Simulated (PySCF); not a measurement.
**Orbital picture of SO**

PBE0 at R = 1.483 Å; basis S def2-TZVP, O def2-TZVP; no relativity; PySCF 2.14. State: ⁵Π (quintet), unpaired electrons σ ↑, π ↑↑↑, a second solution, started from another occupation. Only the outer orbitals are listed, counted within each symmetry.

```
spin  orbital  occ.  ε (eV)  on S (%)         main shells (%)
   α       5σ     1  -32.98        22          72 O s, 14 S s
   α       6σ     1  -20.39        67  66 S s, 18 O s, 15 O p
   α       2π     1  -15.90        23          76 O p, 20 S p
   α       2π     1  -14.45        29          70 O p, 26 S p
   α       7σ     1  -14.34        46  49 O p, 26 S p, 18 S s
   α       3π     1   -8.96        82          81 S p, 18 O p
   α       3π     1   -8.23        76          75 S p, 24 O p
   α       8σ     1   -2.86       107   88 S p, 14 S d, 9 O p
   α       4π     0    6.36        99                  92 S p
   α       4π     0    6.64        99                  94 S p
   α       1δ     0    7.06        99          88 S d, 13 S p
   β       5σ     1  -29.86        26   68 O s, 15 S s, 8 S p
   β       6σ     1  -17.36        52  52 S s, 25 O p, 23 O s
   β       2π     1  -12.07        27          73 O p, 22 S p
   β       7σ     1  -12.01        59  39 O p, 31 S s, 26 S p
   β       2π     0   -8.14        39          60 O p, 36 S p
   β       3π     0   -3.24        80          80 S p, 20 O p
   β       3π     0   -2.43        68          66 S p, 32 O p
```

Problem. Which are the highest filled and the lowest empty level, where do they sit, and how wide is the gap?

Solution. Highest filled α 8σ at -2.86 eV (in %: 88 S p, 14 S d, 9 O p); lowest empty β 2π at -8.14 eV (in %: 60 O p, 36 S p); the gap at PBE0 is -5.28 eV.

The bond order (Mayer) is 0.57. The ⟨S²⟩ is 6.005 and the charge on S (Mulliken, basis-dependent) is -0.17. The charge on S (Löwdin, basis-dependent) is 0.05 and the dipole moment (positive dipole means S(−)O(+)) is 0.88 D.

Shares are Mulliken populations and can fall outside 0 to 100 %.

Counting both spins, an empty level lies below a filled one in this solution, because spin and occupation are held.
